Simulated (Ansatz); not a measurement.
Compare A (`c1cocn1`) with its isomer B (`C=C(O)C#N`).

Gas-phase electronic energies from Ansatz, PBE0-D4/def2-TZVP geometries. CCSD(T)/CBS adds triple-zeta CCSD(T) − MP2 to the extrapolated MP2 energy (def2 sets, frozen cores). Functionals use def2-TZVPP. B3LYP here is the variant with VWN-RPA as its local correlation; programs differ in this. Each species was taken in one conformer, which may not be the lowest.

A:

```xyz
8

C     0.304    0.235   -0.947
C     0.341   -0.920   -0.252
O    -0.195   -0.685    0.974
C    -0.530    0.617    0.948
N    -0.262    1.217   -0.157
H     0.639    0.433   -1.952
H     0.684   -1.920   -0.452
H    -0.981    1.023    1.839
```

B:

```xyz
8

C     0.640    0.892   -0.644
C    -0.109   -0.072   -0.119
O    -1.018   -0.765   -0.849
C     0.001   -0.438    1.262
N     0.050   -0.771    2.363
H     1.352    1.419   -0.027
H     0.542    1.154   -1.689
H    -1.459   -1.417   -0.296
```

Question: Which is lower in electronic energy at CCSD(T)/CBS, and by how much? (Estimate.)

Answer: The calculation gave: A, by 10.5 kcal/mol.

Question: Give E(B) − E(A) in kcal/mol with r2SCAN-D4, CCSD/def2-TZVPP, B3LYP, HF/def2-TZVPP, BLYP-D4, B2PLYP, ωB97M-V. (An estimate is asked.)

Answer: Ansatz gave: r2SCAN-D4 14.5, CCSD/def2-TZVPP 8.9, B3LYP 9.9, HF/def2-TZVPP 5.9, BLYP-D4 8.2, B2PLYP 9.8, ωB97M-V 13.0. None reverses the order clearly.

Question: Does the order hold for the free energy at 298.15 K (harmonic terms from PBE0-D4)? (An estimate is asked.)

Answer: Computed: Yes: G(B) − G(A) = +7.1 kcal/mol, for one conformer each.

Largest T1 diagnostic: 0.014.

From BLYP to BHLYP (50 % exact exchange), in def2-TZVPP and without D4, E(B) − E(A) moves by +4.2 kcal/mol. Leaving LDA and LC-ωPBE aside and taking each functional with its dispersion term where it has one, the values, not all of them listed here, spread over 8.7 kcal/mol, from BLYP-D4 to HSE06-D4. LDA lies +9.9 kcal/mol from PBE without D4.
